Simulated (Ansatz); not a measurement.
C₅H₇N, SMILES C=CC=CC=N, a single point in a Gaussian basis

Program: Ansatz 0.2.0 through its Python package.

The script, `energy.py`:
```python
import warnings

import ansatz as az
import numpy as np
import pandas as pd


def main() -> None:
    warnings.simplefilter('ignore', az.DeckWarning)

    geometry_ang = [
        ('C', [0.8266, -2.7072, 0.136]),
        ('C', [-0.073, -1.6494, 0.324]),
        ('C', [0.1947, -0.2848, -0.0733]),
        ('C', [-0.5549, 0.733, 0.1431]),
        ('C', [-0.2631, 2.0791, -0.2866]),
        ('N', [-1.06, 3.1008, -0.0905]),
        ('H', [1.775, -2.5242, -0.3393]),
        ('H', [0.5499, -3.6523, 0.4236]),
        ('H', [-1.0249, -1.8285, 0.8413]),
        ('H', [1.1927, -0.1033, -0.5085]),
        ('H', [-1.61, 0.599, 0.6334]),
        ('H', [0.7403, 2.2332, -0.7275]),
        ('H', [-0.6729, 3.97, -0.4609]),
    ]
    system = az.Crystal.molecule()
    for symbol, xyz in geometry_ang:
        system = system.atom(symbol, xyz)

    calc = system.calculation()
    calc = calc.basis(gaussian='6-31G*').functional('pbe0', dispersion='d4')
    calc = calc.forces()
    print(calc.to_yaml())
    out = calc.run()
    r = out.report

    print('reference energy %16.6f eV' % r['reference_energy_ev'])
    print('total energy     %16.6f eV' % r['free_energy_ev'])
    print('occupied orbitals outside the frozen core (up, down):', r['n_occupied'], ' frozen:', r['n_frozen'], ' virtual:', r['n_virtual'])

    state = r['mean_field']['state']
    print(f'mean field: {state["energy"]["hartree"]:.7f} Ha, <S^2> = {abs(state["spin_squared"]):.4f}, stability: {state.get("stability", {}).get("kind")}')

    symbols = [site.symbol for site in system.cartesian_sites]
    print('forces (eV/A)')
    for symbol, f in zip(symbols, r['forces_ev_ang']):
        print(f'  {symbol:2s} {f[0]:9.4f} {f[1]:9.4f} {f[2]:9.4f}')

    charges = r['charge_distribution']
    table = pd.DataFrame({'atom': symbols, 'mulliken': charges['mulliken_charges_e'], 'lowdin': charges['lowdin_charges_e']})
    print(table.round(3).to_string())
    print('dipole (e A):', np.round(charges['dipole_moment_e_ang'], 4) + 0.0)


if __name__ == '__main__':
    main()
```

Output of `python energy.py`:
```text
crystal:
  periodic: [false, false, false]
  atoms:
    - { symbol: C, position_ang: [0.8266, -2.7072, 0.136] }
    - { symbol: C, position_ang: [-0.073, -1.6494, 0.324] }
    - { symbol: C, position_ang: [0.1947, -0.2848, -0.0733] }
    - { symbol: C, position_ang: [-0.5549, 0.733, 0.1431] }
    - { symbol: C, position_ang: [-0.2631, 2.0791, -0.2866] }
    - { symbol: "N", position_ang: [-1.06, 3.1008, -0.0905] }
    - { symbol: H, position_ang: [1.775, -2.5242, -0.3393] }
    - { symbol: H, position_ang: [0.5499, -3.6523, 0.4236] }
    - { symbol: H, position_ang: [-1.0249, -1.8285, 0.8413] }
    - { symbol: H, position_ang: [1.1927, -0.1033, -0.5085] }
    - { symbol: H, position_ang: [-1.61, 0.599, 0.6334] }
    - { symbol: H, position_ang: [0.7403, 2.2332, -0.7275] }
    - { symbol: H, position_ang: [-0.6729, 3.97, -0.4609] }
basis:
  gaussian:
    orbitals: "6-31G*"
hamiltonian:
  xc: pbe0
  dispersion: d4
output:
  forces: true

reference energy     -6778.707950 eV
total energy         -6778.913487 eV
occupied orbitals outside the frozen core (up, down): [22, 22]  frozen: 0  virtual: [82, 82]
mean field: -249.1129224 Ha, <S^2> = 0.0000, stability: minimum
forces (eV/A)
  C    -1.9698    4.7689   -0.1834
  C     1.6649   -2.1396   -0.1690
  C     3.4521   -3.2001   -0.5212
  C    -5.3654    2.9625    1.4768
  C    -0.1942    2.5118    0.3026
  N     0.5484   -2.0549   -0.1281
  H     0.3203   -0.0848   -0.1622
  H    -0.4277   -2.3859    0.7233
  H     0.2291   -0.0725   -0.2474
  H    -0.3431   -0.1658   -0.0818
  H     1.9873    0.2834   -0.8645
  H    -0.1891   -0.2438   -0.1086
  H     0.2873   -0.1790   -0.0366
   atom  mulliken  lowdin
0     C    -0.389  -0.229
1     C    -0.134  -0.142
2     C    -0.131  -0.138
3     C    -0.144  -0.166
4     C     0.023  -0.131
5     N    -0.569  -0.241
6     H     0.181   0.137
7     H     0.189   0.132
8     H     0.174   0.144
9     H     0.164   0.146
10    H     0.175   0.156
11    H     0.147   0.115
12    H     0.313   0.216
dipole (e A): [ 0.3991 -0.2514 -0.1366]
```

Caveats:
- Total energies depend on the basis set; only differences at equal settings carry meaning.
- The geometry is a force-field or estimated start, not a minimum of this method, and the basis set is short of its limit.
- The Löwdin charges here are taken after orthogonalising the functions within each atom; they differ from plain Löwdin charges, and their signs can be unphysical.
- Total less reference energy is the dispersion correction.
- Timing: 6.2 s on 1 thread of Arm Neoverse V1 (shared host), peak memory 0.31 GiB.
